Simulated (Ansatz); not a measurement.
# C3H5N: the cost of one run

All numbers below are computed with Ansatz 0.2.0 (RKS r2SCAN-D4/def2-SVP).

### Step 1. Starting point

Bond lengths: N1–C2 1.259 Å, C2–C3 1.266 Å, C2–C4 1.392 Å, C3–C4 1.351 Å, N1–H5 1.018 Å, N1–H6 1.073 Å, C3–H7 1.115 Å, C4–H8 1.081 Å, C4–H9 1.099 Å. Angles (14 of 15 angles, heavy atoms first): N1–C2–C3 155.6°, N1–C2–C4 143.5°, C3–C2–C4 60.9°, C2–C3–C4 64.2°, C2–C4–C3 54.9°, C2–N1–H5 119.4°, C2–N1–H6 116.1°, C2–C3–H7 149.3°, C4–C3–H7 146.2°, C2–C4–H8 118.0°, C2–C4–H9 117.5°, C3–C4–H8 120.6°, C3–C4–H9 119.7°, H5–N1–H6 109.0°.

Structure file:

```xyz
9

N    -0.3352    1.2043   -0.8110
C     0.0754    0.1529   -0.2542
C     0.9254   -0.7360    0.0460
C    -0.2974   -0.8792    0.6024
H     0.3394    1.8941   -1.1351
H    -1.1460    1.7108   -0.3227
H     1.9735   -1.1139    0.0025
H    -0.4583   -0.6410    1.6447
H    -0.9884   -1.6383    0.2104
```

### Step 2. Relaxing end A

File input.yaml:

```yaml
crystal:
  periodic: [false, false, false]
  atoms:
    - { symbol: "N", position_ang: [-0.3352, 1.2043, -0.811] }
    - { symbol: C, position_ang: [0.0754, 0.1529, -0.2542] }
    - { symbol: C, position_ang: [0.9254, -0.736, 0.046] }
    - { symbol: C, position_ang: [-0.2974, -0.8792, 0.6024] }
    - { symbol: H, position_ang: [0.3394, 1.8941, -1.1351] }
    - { symbol: H, position_ang: [-1.146, 1.7108, -0.3227] }
    - { symbol: H, position_ang: [1.9735, -1.1139, 0.0025] }
    - { symbol: H, position_ang: [-0.4583, -0.641, 1.6447] }
    - { symbol: H, position_ang: [-0.9884, -1.6383, 0.2104] }
basis:
  gaussian: { orbitals: def2-SVP }
hamiltonian:
  xc: r2scan
  dispersion: d4
relax:
  f_tol: 0.015
  max_steps: 40
output:
  orbitals: {}
```

Command:

```bash
$ ansatz run input.yaml --threads 1 --pin off --max-ram 2048MiB --backend cpu --events-out ev --progress --plain --runs-dir out
```

**Question.** How long does this run take on 1 thread of Arm Neoverse V1, shared host, and how much memory does it need?

About 28 s, with a peak of 0.16 GiB.
